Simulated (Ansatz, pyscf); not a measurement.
H₂B–O–SiH₃ (SMILES BO[SiH3]) -> HB=O (SMILES B=O) + SiH₄ (SMILES [SiH4]), an elimination on the singlet surface: B–H, O–Si broken, H–Si formed. Structures and frequencies: ωB97X-D3(BJ)/def2-SVP in PySCF. Wave-function energies: Ansatz (a quantum-chemistry and plane-wave program), frozen core, RHF or UHF references. In kJ/mol, from the reactant's lowest minimum found.

Cost: rough CPU time of the saddle's run relative to CCSD(T)/cc-pV(D+d)Z, from one job on a shared machine, with the HF step and its search for lower states.

```tsv
level	barrier	reaction energy	cost
ωB97M-D3(BJ)/def2-TZVP	194.96	+121.19	–
PBE/def2-TZVP	170.09	+107.74	–
CCSD(T)/cc-pV(D+d)Z	183.54	+80.80	1
CCSDT(Q)/cc-pV(D+d)Z	182.25	+79.26	200
CCSD(T)/cc-pV(T+d)Z	200.64	+119.28	9
CCSD(T)/cc-pV(Q+d)Z	200.60	+122.09	–
```

In cc-pV(D+d)Z, going from CCSD(T) to CCSDT(Q) shifts the barrier by -1.29 and the reaction energy by -1.54 kJ/mol. With HF in the quadruple-zeta basis and the correlation energy extrapolated as X⁻³ from X = 3, 4, CCSD(T) gives 200.02 and +123.52; adding the double-zeta shift gives ΔE‡ = 198.73 and ΔE = +121.98 kJ/mol, without core correlation, relativity or geometry relaxation at these levels. At the saddle there is also a short B–Si contact that neither side keeps. One saddle was located; it need not be the lowest between these sides.
